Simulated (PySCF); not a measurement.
Gas-phase reaction: 4 CH3SiH3 = 4 SiH4 + C4H8 (cyclic)

Computed with PySCF (xtb for GFN2) and rigid-rotor harmonic-oscillator thermochemistry at 1 bar. † marks an energy on the PBE0/def2-TZVP geometry and frequencies; other levels use their own. MP2 and CCSD(T) freeze the core. 6-31G* has spherical d functions here. All species are closed-shell singlets. B3LYP is the form with VWN-RPA correlation. MP2 isn't extrapolated to the basis-set limit; its ΔH°(298 K) is 220.5 kJ in def2-SVP and 257.8 kJ in def2-TZVPP. CCSD(T) isn't extrapolated to the basis-set limit. The harmonic model lacks anharmonicity and excited electronic states, which grow with temperature; levels with a mode under 35 cm⁻¹ are left out. Internal rotation in CH3SiH3 is treated as a harmonic vibration of one conformer, which makes the entropy rough.

```
level               ΔE electronic, kJ  ΔH°(298 K), kJ  ΔS°(298 K), J/K  ΔG°(800 K), kJ
------------------  -----------------  --------------  ---------------  --------------
B3LYP/def2-TZVP†                  270             250               60             208
CCSD(T)/def2-SVP†                 227             207               60             165
GFN2-xTB                           -2             -24               60             -67
HF/6-31G*                         241             221               61             179
HF/def2-TZVP†                     254             234               60             192
M06-2X/def2-TZVP†                 282             262               60             221
MP2/def2-TZVPP†                   278             258               60             216
PBE0/def2-SVP†                    256             236               60             194
ωB97M-V/def2-TZVP†                279             258               60             217
```
ΔH° is lowest at GFN2-xTB and highest at M06-2X/def2-TZVP†. No reference value is set beside these.
